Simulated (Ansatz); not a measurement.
Two isomers of C5H10O: A = `CCCC(C)=O`, B = `CCCCC=O`.

Calculated with Ansatz (gas phase, PBE0-D4/def2-TZVP geometries, no zero-point term in ΔE). CBS: MP2 limit from def2 TZ/QZ plus the TZ coupled-cluster correction, frozen cores. Functionals use def2-TZVPP. B3LYP here is the variant with VWN-RPA as its local correlation; programs differ in this. Each species was taken in one conformer, which may not be the lowest.

(1) Which is lower in electronic energy at CCSD(T)/CBS, and by how much? (Best estimate.)

(2) Give E(B) − E(A) in kJ/mol with B2PLYP, PBE-D4, HF/def2-TZVPP, CCSD(T)/def2-TZVPP, MP2/def2-TZVPP, B3LYP-D4, B3LYP. (An estimate is asked.)

Largest T1 diagnostic: 0.012.

Answers

(1) Computed: A, by 28.3 kJ/mol.

(2) The calculation gave: B2PLYP 28.2, PBE-D4 28.8, HF/def2-TZVPP 28.7, CCSD(T)/def2-TZVPP 27.4, MP2/def2-TZVPP 28.0, B3LYP-D4 29.1, B3LYP 28.3. None reverses the order clearly.
